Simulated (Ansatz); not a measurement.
A made-up structure of AlSiH₃O, singlet:

O1  (-0.834, -0.672, -0.220)
Al2  (-0.221, 0.898, -0.115)
Si3  (0.771, -1.104, 0.295)
H4  (1.335, -2.384, 0.535)
H5  (-0.205, 1.657, -1.432)
H6  (-0.922, 1.780, 0.905)
(Å)

It is relaxed with PBE-D4/def2-SVP and then PBE0-D4/def2-TZVP (Ansatz 0.2.0). Atoms count as bonded within 1.22 times the sum of their covalent radii (H–H: 0.88 Å). The end point is not checked to be a true minimum.

**Question.** Does its bonding change? (Judge from chemistry; the calculation decides.)

**Answer.** By the calculation: Yes. Formed: none; broken: Al2–Si3.

Where it ends: The first stage lowers the energy by 1.66 eV in 14 steps. It ends as AlSiH₃O ([AlH2][O][SiH]):
```json
{"atom": "O1", "x (Å)": "0.4124", "y (Å)": "-0.2453", "z (Å)": "0.1394"}
{"atom": "Al2", "x (Å)": "-0.5309", "y (Å)": "1.1141", "z (Å)": "-0.2216"}
{"atom": "Si3", "x (Å)": "1.4379", "y (Å)": "-1.4559", "z (Å)": "0.5176"}
{"atom": "H4", "x (Å)": "0.4666", "y (Å)": "-2.6361", "z (Å)": "0.2823"}
{"atom": "H5", "x (Å)": "-0.5213", "y (Å)": "1.6285", "z (Å)": "-1.7127"}
{"atom": "H6", "x (Å)": "-1.3412", "y (Å)": "1.7699", "z (Å)": "0.9623"}
```

Labels in which every atom is bracketed show which atoms are joined, not bond orders.

For scale, one of the runs: PBE0-D4/def2-TZVP relaxation, 123 basis functions, launched by `ansatz run in.yaml --threads 2 --pin off --events-out ev --progress --plain --max-ram 4352MiB`. Hardware: 2 CPU threads of an Arm Neoverse V2, shared host. Wall time about 13 s.
